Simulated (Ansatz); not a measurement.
# C2H6 (singlet): from Hartree-Fock to the top rungs, cc-pVDZ

One table from this session's results is given with a row withheld; the runs are named, their logs left out.

Program: Ansatz 0.2.0, Gaussian basis. Level of theory: cc-pVDZ, core rule «outside noble gas», up to 2 orbitals frozen. These are calculated values, not measurements.

Plan: UHF; CCSD(T) on RHF; BCCD(T) on RHF; CISD; CCSDT(Q) on RHF; CASSCF and MRCISD+Q, 8 electrons in 8 orbitals; CASSCF and NEVPT2, 8 electrons in 8 orbitals.

17 further runs of the same task are left out: 17 set aside as unsound or not needed.

## What is computed

The geometry is an MP2(full)/6-31G* stationary point (not a proven minimum).

8 atoms, charge 0, spin multiplicity 1.

Atoms are counted from 1 here; the program's logs count them from 0.

Bond lengths: C1–C2 1.524 Å, C1–H3 1.093 Å, C1–H4 1.093 Å, C1–H5 1.093 Å, C2–H6 1.093 Å, C2–H7 1.093 Å, C2–H8 1.093 Å. Angles: C2–C1–H3 111.2°, C2–C1–H4 111.2°, C2–C1–H5 111.2°, H3–C1–H4 107.7°, H3–C1–H5 107.7°, H4–C1–H5 107.7°, C1–C2–H6 111.2°, C1–C2–H7 111.2°, C1–C2–H8 111.2°, H6–C2–H7 107.7°, H6–C2–H8 107.7°, H7–C2–H8 107.7°.

The first run:

in.yaml reads:

```yaml
crystal:
  periodic: [false, false, false]
  atoms:
    - {symbol: C, position_ang: [0.000000, 0.000000, 0.762209]}
    - {symbol: C, position_ang: [0.000000, 0.000000, -0.762209]}
    - {symbol: H, position_ang: [0.000000, 1.018957, 1.157229]}
    - {symbol: H, position_ang: [-0.882443, -0.509479, 1.157229]}
    - {symbol: H, position_ang: [0.882443, -0.509479, 1.157229]}
    - {symbol: H, position_ang: [0.000000, -1.018957, -1.157229]}
    - {symbol: H, position_ang: [-0.882443, 0.509479, -1.157229]}
    - {symbol: H, position_ang: [0.882443, 0.509479, -1.157229]}
basis:
  gaussian: {orbitals: cc-pVDZ}
magnetization: {spin_polarized: true, initial_magnetization: 0}
hamiltonian: {xc: hf}
output: {orbitals: {seedname: orbitals}}
```

The run is started by

```console
ansatz run in.yaml --threads 1 --pin off --events-out ev --progress --plain --max-ram 3328MiB --backend cpu
```

Steps of the session up to this table: UHF; CCSD(T) on RHF; BCCD(T) on RHF; CISD; CCSDT(Q) on RHF; CASSCF and MRCISD+Q, 8 electrons in 8 orbitals; CASSCF and NEVPT2, 8 electrons in 8 orbitals.

One table of the session follows, with a row left open; its other results are not shown here.

```
           method  from RCCSDT(Q) (kJ/mol)
              RHF                   +914.9
             RMP2                   +121.6
             CISD                        ?
            RCCSD                    +24.4
         RCCSD(T)                     +2.7
          BCCD(T)                     +2.7
           RCCSDT                     +1.0
        RCCSDT(Q)                        0
  CASSCF frontier                   +721.1
  NEVPT2 frontier                   +138.1
  MRCISD frontier                    +64.9
MRCISD+Q frontier                     +6.2
```

**Question.** Estimate the row for CISD.

**Answer.** from RCCSDT(Q) (kJ/mol): +101.5. In the column «from RCCSDT(Q) (kJ/mol)» it lies between MRCISD frontier (+64.9) and RMP2 (+121.6).
